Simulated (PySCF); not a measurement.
# SO₂F₂: relaxation and vibrations of the singlet

Aim: relax SO₂F₂ as a singlet from a square planar (ligand arrangement 2) start, check by its vibrations whether the end is a minimum, and collect its spectrum and constants.

Program: PySCF 2.14.0. Level of theory: PBE0, basis S def2-TZVP, O def2-TZVP, F def2-TZVP, no relativity, density fitting. These are calculated values, not measurements.

## 1. Where the work starts

5 atoms, charge 0, spin multiplicity 1.

Bond lengths: S1–O2 1.510 Å, S1–O3 1.510 Å, S1–F4 1.670 Å, S1–F5 1.670 Å. Angles: O2–S1–O3 180.0°, O2–S1–F4 90.0°, O2–S1–F5 90.0°, O3–S1–F4 90.0°, O3–S1–F5 90.0°, F4–S1–F5 180.0°.

Coordinates in bohr (charge 0 multiplicity 1):
```
S     0.0000    0.0000    0.0000
O     0.0000    2.8535    0.0000
O     0.0000   -2.8535    0.0000
F     3.1558    0.0000    0.0000
F    -3.1558    0.0000    0.0000
```

## 2. Finding the electronic state

The steps below are one call of a driver around PySCF. For each, scf.py gives the equivalent set-up of the SCF; relaxations use the driver's own optimiser. After this first run the driver tries any further starts and a stability analysis.

scf.py reads:

```python
from pyscf import gto, scf, dft
mol = gto.M(atom='''
S      0.000000     0.000000     0.000000
O      0.000000     1.510000     0.000000
O     -0.000000    -1.510000     0.000000
F      1.670000     0.000000     0.000000
F     -1.670000     0.000000     0.000000''',
    basis={'S': 'def2-TZVP', 'O': 'def2-TZVP', 'F': 'def2-TZVP'},
    charge=0, spin=0)
mf = dft.RKS(mol, xc='PBE0')
mf.grids.atom_grid = (50, 194)
aux = {'S': 'def2-universal-JKFIT', 'O': 'def2-universal-JKFIT', 'F': 'def2-universal-JKFIT'}
mf = mf.density_fit(auxbasis=aux)
mf.conv_tol = 1e-08
mf.diis_space = 10
mf.max_cycle = 60
mf.init_guess = 'minao'
mf.verbose = 4
mf.kernel()
```

Launch:

```console
> OMP_NUM_THREADS=4 python axn.py task.json out
```

After this run come: Relaxing the singlet from the square planar (ligand arrangement 2) start; Hessian and properties; Following the imaginary mode; Vibrations and properties at this point.

**Question.** What will these runs give? Wanted: minimum; geometry; wavenumbers; dipole moment; highest occupied, lowest empty level; polar-tensor charge of S1; zero-point energy; atomisation energy.

**Answer**, as computed:

| quantity | value |
| --- | --- |
| minimum | singlet, C2v |
| geometry | S–F 1.539 Å (×2), S–O 1.404 Å (×2); F–S–F 95.6°, F–S–O 108.1° (×4), O–S–O 124.9° |
| wavenumbers (cm⁻¹) | 380 (a2), 381 (a1), 538 (b1), 540 (b2), 550 (a1), 863 (a1), 901 (b1), 1300 (a1), 1539 (b2) |
| dipole moment | 1.14 D |
| highest occupied, lowest empty level | -10.61, 0.42 eV |
| polar-tensor charge of S1 | +2.52 e |
| zero-point energy | 41.8 kJ/mol |
| entropy at 298.15 K | 283.8 J/(mol K) |
| atomisation energy (no zero-point energy) | 1696 kJ/mol |

**Reading.** From D2h at the start the molecule goes to a C2v minimum, after a stop at a saddle point 386.9 kJ/mol higher, from which it was pushed off along an imaginary mode. The strongest infrared band lies at 1539 cm⁻¹ (b2, stretch). Only this shape and spin were tried, so other structures or states may lie lower.
